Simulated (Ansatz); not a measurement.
Program: Ansatz. Geometries: PBE0-D4/def2-TZVP. ΔE: electronic, gas phase. CCSD(T)/CBS adds triple-zeta CCSD(T) − MP2 to the extrapolated MP2 energy (def2 sets, frozen cores). This one scheme is used for every species, atoms too. Functionals use def2-TZVPP. HSE06 is defined as in plane-wave codes. Open shells (•) are unrestricted, without spin–orbit coupling.

Reaction (homolysis of the H–Si bond): `[SiH3][SiH2]Cl` → H• + `[SiH2][SiH2]Cl`•

CCSD(T)/CBS gives +94.2 kcal/mol.

**Question.** Another level gave +88.8 kcal/mol. Which?
A. BHLYP-D4/def2-TZVPP
B. HSE06/def2-TZVPP
C. BLYP/def2-TZVPP
D. revPBE-D4/def2-TZVPP

**Answer.** B. HSE06 88.8, BHLYP-D4 92.5, BLYP 90.3, revPBE-D4 87.2 kcal/mol.

Largest T1 diagnostic among the species: 0.013.

Leaving LDA and LC-ωPBE aside and taking each functional with its dispersion term where it has one, the values, not all of them listed here, spread over 6.9 kcal/mol, from revPBE-D4 to ωB97X-V. LDA lies +9.4 kcal/mol from PBE without D4, its usual overbinding. In def2-TZVPP, CCSD(T) changes the Hartree–Fock value by +18.8 kcal/mol (the triples alone add +0.2 kcal/mol) and MP2 by +16.5 kcal/mol; breaking electron pairs costs correlation energy, which Hartree–Fock lacks.
